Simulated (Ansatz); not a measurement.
**Dissociation curves of C2H2F (SMILES C=[C]F)**

The species is C2H2F (5 atoms), meant as a doublet with charge 0. SMILES: `C=[C]F`. The coordinates come from a PBE0-D4/def2-TZVP relaxation.

```xyz
5

C     0.4882   -0.2004    0.0084
C    -0.5927    0.3937    0.4471
F    -1.7256    0.6295   -0.1489
H     0.5347   -0.5904   -1.0054
H     1.3452   -0.3062    0.6575
```

The C1–C2 distance is scanned; the parts on either side stay rigid. Basis STO-3G, 3 core orbitals frozen in the correlated methods; program Ansatz 0.2.0. FCI is exact within this basis and core. Energies in eV from each method's value at 1.309 Å; open shells run as named. The shape above is that at 1.309 Å.

```csv
distance (Å),UBHLYP,RPA@PBE,UCCSD,UBCCD(T),FCI
1.309,0.00,0.00,0.00,0.00,0.00
1.636,1.75,1.33,1.43,1.36,1.32
1.964,4.06,3.63,4.02,3.97,3.85
2.618,5.50,5.14,5.21,5.11,5.06
3.273,5.71,5.13,5.31,5.24,5.24
```

Departure from the FCI curve at its largest: UBHLYP +0.47 eV at 3.27 Å; RPA@PBE -0.21 eV at 1.96 Å; UCCSD +0.17 eV at 1.96 Å; UBCCD(T) +0.13 eV at 1.96 Å. For the functionals part of the departure is owed to the small basis.
